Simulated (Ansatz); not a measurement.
Reaction (deprotonation): `CS(C)(=O)=O` → `[CH2-]S(C)(=O)=O` + H⁺

Gas-phase electronic energies from Ansatz, PBE0-D4/def2-TZVP geometries. CBS: MP2 limit from def2 TZ/QZ plus the TZ coupled-cluster correction, frozen cores. This one scheme is used for every species, atoms too. DFT in def2-TZVPP. B3LYP here is the variant with VWN-RPA as its local correlation; programs differ in this. Anions take the def2 sets with diffuse functions and neutrals don't, so finite-basis rows favour the anion.

| level | ΔE (eV) | difference from CCSD(T)/CBS |
| --- | --- | --- |
| LDA (SPW92) | 15.75 | -0.62 |
| PBE-D4 | 16.10 | -0.27 |
| B3LYP-D4 | 16.20 | -0.17 |
| r2SCANh-D4 | 16.30 | -0.07 |
| BHLYP-D4 | 16.36 | -0.01 |
| ωB97M-V | 16.09 | -0.28 |
| B2PLYP | 16.16 | -0.21 |
| BLYP | 16.11 | -0.26 |
| r2SCAN | 16.28 | -0.09 |
| PBE0 | 16.28 | -0.09 |
| B3LYP | 16.24 | -0.13 |
| HF/def2-SVP | 15.69 | -0.68 |
| HF/def2-TZVPP | 16.63 | 0.26 |
| CCSD/def2-TZVPP | 16.22 | -0.15 |
| CCSD(T)/def2-TZVPP | 16.10 | -0.27 |
| CCSD/CBS(def2) | 16.48 | 0.11 |
| CCSD(T)/CBS | 16.37 | 0 |

(1) What do rigid-rotor, harmonic-oscillator terms from PBE0-D4/def2-TZVP frequencies (298.15 K, 1 bar) make of the CCSD(T)/CBS value? (Best estimate.)

Largest T1 diagnostic among the species: 0.016.

Answers

(1) Computed: ΔZPE = -0.41 eV, ΔH = +16.03 eV, ΔS = 116 J/(mol·K), ΔG = +15.67 eV.

In def2-TZVPP, CCSD(T) changes the Hartree–Fock value by −0.52 eV (the triples alone add −0.11 eV) and MP2 by −0.62 eV. At CCSD(T), def2-SVP lies −2.18 eV from the extrapolated value and def2-TZVPP −0.27 eV. Leaving LDA and LC-ωPBE aside and taking each functional with its dispersion term where it has one, the values, not all of them listed here, spread over 0.29 eV, from BLYP-D4 to BHLYP-D4. LDA lies −0.37 eV from PBE without D4.
